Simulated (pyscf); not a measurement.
7 gas-phase steps of one pattern: four-centre exchange on the singlet surface, H–H, O–P/As/Sb/Bi broken and H–O, H–P/As/Sb/Bi formed. Optimised with ωB97X-D3(BJ)/def2-SVP in PySCF. Electronic energies in kJ/mol, from the separated reactants; ΔE‡ and ΔE at ωB97M-D3(BJ)/def2-TZVP. Rows were drawn at random from the steps of this pattern with a verified saddle, stable references and no exit in the data more than 5 kcal/mol lower.

```json
[
 {"row": "1", "step": "HO–AsH–GeH₃ + H₂ → H₃Ge–AsH₂ + H₂O", "ΔE": "-57.9", "ΔE‡": "193.1"},
 {"row": "2", "step": "HO–AsH₂ + H₂ → AsH₃ + H₂O", "ΔE": "-51.1", "ΔE‡": "204.4"},
 {"row": "3", "step": "HO–AsH–AsH₂ + H₂ → H₂As–AsH₂ + H₂O", "ΔE": "-46.7", "ΔE‡": "202.4"},
 {"row": "4", "step": "HO–As=AsH + H₂ → HAs=AsH + H₂O", "ΔE": "-34.6", "ΔE‡": "176.0"},
 {"row": "5", "step": "HO–PH–PH₂ + H₂ -> H₂P–PH₂ + H₂O", "ΔE": "-21.4", "ΔE‡": "?"},
 {"row": "6", "step": "HO–AsH–OH + H₂ -> HO–AsH₂ + H₂O", "ΔE": "-0.2", "ΔE‡": "205.2"},
 {"row": "7", "step": "O=P–OH + H₂ -> O=PH + H₂O", "ΔE": "+130.6", "ΔE‡": "214.6"}
]
```

**Question.** From a straight line through the complete rows, estimate the missing barrier and say how far the line can be trusted.

**Answer.** Over the 6 complete rows the means are -10.0 (ΔE) and 199.3 (ΔE‡); least squares gives b = 0.11 and a = 200.4 kJ/mol, with residuals of 9.9 kJ/mol (root mean square; largest 20.6, row 4). For row 5: 200.4 + 0.11 × (-21.4) = 198.0 kJ/mol. The computed barrier is 244.4 kJ/mol, 46.4 over the line. The scatter is large against the spread of the barriers, so the line says little here. Each barrier is that of the saddle found. Elements up to Kr have no core potential and no relativistic terms here.
